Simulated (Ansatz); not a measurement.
# CH3Al+ (doublet): from Hartree-Fock to the top rungs, cc-pVTZ

An exercise on one series of results from a longer session: the logs are not shown, and one member is left open.

Method: cc-pVTZ, core rule «outside noble gas», up to 6 orbitals frozen; program: Ansatz 0.2.0, Gaussian basis.

To be run: UHF; CCSD(T) on ROHF; CCSD(T) on UHF; BCCD(T) on ROHF; CCSDT(Q) on ROHF; CCSDT(Q) on UHF.

5 further runs of the same task are left out: 1 for a known fault of the program, 4 set aside as unsound or not needed.

### The geometry

The geometry is a PBE0/def2-TZVP stationary point (not a proven minimum) of the parent state, kept for this charge and spin.

5 atoms, charge 1, spin multiplicity 2.

Atoms are counted from 1 here; the program's logs count them from 0.

Bond lengths: Al1–C2 1.845 Å, Al1–H3 1.583 Å, Al1–H4 1.583 Å, C2–H5 1.084 Å. Angles: C2–Al1–H3 115.2°, C2–Al1–H4 115.2°, H3–Al1–H4 129.7°, Al1–C2–H5 180.0°.

Geometry (Å):

```xyz
5
charge 1, multiplicity 2
Al    0.0000    0.0000    0.5654
C     0.0000    0.0000   -1.2797
H     0.0000    1.4325    1.2385
H     0.0000   -1.4325    1.2385
H     0.0000    0.0000   -2.3633
```

The first run:

in.yaml

```yaml
crystal:
  periodic: [false, false, false]
  atoms:
    - {symbol: Al, position_ang: [0.000000, 0.000000, 0.565388]}
    - {symbol: C, position_ang: [0.000000, 0.000000, -1.279659]}
    - {symbol: H, position_ang: [0.000000, 1.432477, 1.238502]}
    - {symbol: H, position_ang: [0.000000, -1.432476, 1.238502]}
    - {symbol: H, position_ang: [0.000000, 0.000000, -2.363348]}
basis:
  gaussian: {orbitals: cc-pVTZ}
total_charge: 1
magnetization: {spin_polarized: true, initial_magnetization: 1}
hamiltonian: {xc: hf}
output: {orbitals: {seedname: orbitals}}
```

Run with:

```
ansatz run in.yaml --threads 1 --pin off --events-out ev --progress --plain --max-ram 2816MiB --backend cpu
```

Steps of the session up to this table: UHF; CCSD(T) on ROHF; CCSD(T) on UHF; BCCD(T) on ROHF; CCSDT(Q) on ROHF; CCSDT(Q) on UHF.

One of the session's tables, all rows but one given; the rest of the session is left out.

```
   method  from UCCSDT(Q) (kJ/mol)
     ROHF                        ?
      UHF                   +567.2
     RMP2                   +125.8
     UMP2                   +126.5
    RCCSD                    +22.5
    UCCSD                    +22.2
 RCCSD(T)                     +5.9
 UCCSD(T)                     +5.9
  BCCD(T)                     +5.9
   RCCSDT                     +1.1
   UCCSDT                     +1.1
RCCSDT(Q)                     +0.3
UCCSDT(Q)                        0
```

**Question.** Estimate the row for ROHF.

The run gave: from UCCSDT(Q) (kJ/mol): +579.0. In the column «from UCCSDT(Q) (kJ/mol)» it is the highest.

Caveats from the session: Restricted and unrestricted rows rest on different reference determinants; where their highest levels disagree by more than a few hundredths of an eV, they describe different states and don't form one ladder.
